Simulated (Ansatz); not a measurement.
## Sb₂O₃ (Pccn, No. 56)

Method: LDA (Ansatz, an electronic-structure program, plane waves, PAW).

Settings: plane-wave cutoff 520 eV, 8×6×4 k mesh (along the axes of the cell as run), Fermi–Dirac smearing 0.01 eV, scalar-relativistic PAW data made under PBE.

Cell (relaxed at this level):

```yaml
crystal:
  lattice:
    - [4.79795, 0.00000, 0.00000]
    - [0.00000, 5.33296, 0.00000]
    - [0.00000, 0.00000, 12.14465]
  atoms:
    - { symbol: Sb, position: [0.53204, 0.17927, 0.62724] }
    - { symbol: Sb, position: [0.03204, 0.32073, 0.37276] }
    - { symbol: Sb, position: [0.46796, 0.32073, 0.12724] }
    - { symbol: Sb, position: [0.96796, 0.17927, 0.87276] }
    - { symbol: Sb, position: [0.46796, 0.82073, 0.37276] }
    - { symbol: Sb, position: [0.96796, 0.67927, 0.62724] }
    - { symbol: Sb, position: [0.53204, 0.67927, 0.87276] }
    - { symbol: Sb, position: [0.03204, 0.82073, 0.12724] }
    - { symbol: O, position: [0.75000, 0.00291, 0.75000] }
    - { symbol: O, position: [0.25000, 0.49709, 0.25000] }
    - { symbol: O, position: [0.25000, 0.99709, 0.25000] }
    - { symbol: O, position: [0.75000, 0.50291, 0.75000] }
    - { symbol: O, position: [0.64436, 0.84827, 0.55621] }
    - { symbol: O, position: [0.14436, 0.65173, 0.44379] }
    - { symbol: O, position: [0.35564, 0.65173, 0.05621] }
    - { symbol: O, position: [0.85564, 0.84827, 0.94379] }
    - { symbol: O, position: [0.35564, 0.15173, 0.44379] }
    - { symbol: O, position: [0.85564, 0.34827, 0.55621] }
    - { symbol: O, position: [0.64436, 0.34827, 0.94379] }
    - { symbol: O, position: [0.14436, 0.15173, 0.05621] }
```

```yaml
bulk modulus B0: 35.9 GPa
band_gap: 1.71 eV
pressure derivative B′ of the bulk modulus: 8.3
```

Note: the relaxation could not lower the start's symmetry, so the cell can be a saddle point above a distorted one; the volume lies 6 % below that of the published cell; the bulk modulus comes from volumes at which shape and atoms were relaxed.

Spin–orbit coupling is not included.

Static lattice: no zero-point or thermal effects.

The result took around 60 core-minutes (rough).
